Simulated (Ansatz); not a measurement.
# CH6Al2: small, medium and large basis sets

The task here is to estimate one member of a computed series from the others.

Method: one geometry, several basis sets; program: Ansatz 0.2.0, Gaussian basis.

Plan: PBE0-D4/def2-SVP; ωB97M-V/def2-SVP; PBE0-D4/def2-QZVPP; ωB97M-V/def2-QZVPP; the functionals' def2-TZVPP values are taken from earlier runs.

1 further run of the same task is left out (it didn't finish).

## Structure used throughout

The geometry comes from an earlier relaxation with PBE0-D4 in a triple-zeta def2 set; it is a stationary point, not always the lowest conformer.

SMILES `[AlH2][CH2][AlH2]`, 9 atoms, charge 0, spin multiplicity 1.

Atoms are counted from 1 here; the program's logs count them from 0.

Bond lengths: Al1–C2 1.936 Å, Al1–H4 1.589 Å, Al1–H5 1.589 Å, C2–Al3 1.936 Å, C2–H6 1.097 Å, C2–H7 1.097 Å, Al3–H8 1.589 Å, Al3–H9 1.589 Å. Angles: C2–Al1–H4 120.1°, C2–Al1–H5 120.1°, H4–Al1–H5 119.8°, Al1–C2–Al3 118.4°, Al1–C2–H6 107.0°, Al1–C2–H7 107.0°, Al3–C2–H6 107.0°, Al3–C2–H7 107.0°, H6–C2–H7 110.2°, C2–Al3–H8 120.1°, C2–Al3–H9 120.1°, H8–Al3–H9 119.8°.

The first run:

The input, in.yaml:

```yaml
crystal:
  periodic: [false, false, false]
  atoms:
    - {symbol: Al, position_ang: [-0.769195, 0.897389, -1.195757]}
    - {symbol: C, position_ang: [0.680357, 0.065788, -0.218086]}
    - {symbol: Al, position_ang: [0.253295, -0.964198, 1.364734]}
    - {symbol: H, position_ang: [-1.506839, 0.101083, -2.355834]}
    - {symbol: H, position_ang: [-1.244270, 2.365856, -0.819099]}
    - {symbol: H, position_ang: [1.190453, -0.611957, -0.914454]}
    - {symbol: H, position_ang: [1.359807, 0.868964, 0.094442]}
    - {symbol: H, position_ang: [-0.065103, -2.515883, 1.242829]}
    - {symbol: H, position_ang: [0.189995, -0.253340, 2.784124]}
basis:
  gaussian: {orbitals: def2-SVP}
hamiltonian: {xc: pbe0, dispersion: d4}
output: {orbitals: {seedname: orbitals}}
```

Launch:

```bash
ansatz run in.yaml --threads 2 --pin off --events-out ev --progress --plain --max-ram 4352MiB
```

Steps of the session up to this table: PBE0-D4 in def2-SVP; ωB97M-V in def2-SVP; PBE0-D4 in def2-QZVPP; ωB97M-V in def2-QZVPP.

One of the session's tables, all rows but one given; the rest of the session is left out.

It belongs to the step «Density functionals: the series». 

| functional | basis | HOMO (eV) | LUMO (eV) |
| --- | --- | --- | --- |
| PBE0-D4 | def2-SVP | -7.89 | -1.75 |
| PBE0-D4 | def2-TZVPP | -7.88 | -1.77 |
| PBE0-D4 | def2-QZVPP | -7.87 | -1.79 |
| ωB97M-V | def2-SVP | -10.02 | -0.08 |
| ωB97M-V | def2-TZVPP | ? | ? |
| ωB97M-V | def2-QZVPP | -10.04 | -0.33 |

Q: Estimate the row for ωB97M-V, def2-TZVPP from the others.

As computed: HOMO (eV): -10.04; LUMO (eV): -0.19.
